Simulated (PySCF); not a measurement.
Molecule: `FC(F)Cl`, CHClF₂.

Molfile (atoms numbered from 1):
```
CHClF2
     RDKit          3D

  5  4  0  0  0  0  0  0  0  0999 V2000
   -0.0290   -1.3454   -0.0763 F   0  0  0  0  0  0  0  0  0  0  0  0
   -0.0167   -0.0294    0.1078 C   0  0  0  0  0  0  0  0  0  0  0  0
    1.1821    0.3242    0.5588 F   0  0  0  0  0  0  0  0  0  0  0  0
   -0.3431    0.7927   -1.4237 Cl  0  0  0  0  0  0  0  0  0  0  0  0
   -0.7932    0.2579    0.8334 H   0  0  0  0  0  0  0  0  0  0  0  0
  1  2  1  0
  2  3  1  0
  2  4  1  0
  2  5  1  0
M  END
```

Geometry PBE0-D3(BJ)/def2-SVP throughout; GIAO in PySCF 2.14, gas phase, one conformer, non-relativistic; equivalent atoms averaged; functional PBE0.

For orientation, STO-3G gives these shifts δ (against CFCl3, TMS, HCl at the same level): F1/F3 -71.0, C2 96.7, Cl4 75.6, H5 4.73 ppm.

A run gave: F1/F3 -80.6, C2 128.6, Cl4 315.8, H5 7.26 ppm (shifts δ (against CFCl3, TMS, HCl at the same level)).

**Question.** Which basis set was used in that run?
A. 6-31G
B. pcSseg-2
C. pcSseg-0
D. pcSseg-3
E. 6-31G*

**Answer.** D. H5 tells them apart best: pcSseg-3 gives 7.26, 6-31G gives 7.05, pcSseg-2 gives 7.10, 6-31G* gives 6.89, pcSseg-0 gives 7.51 ppm.
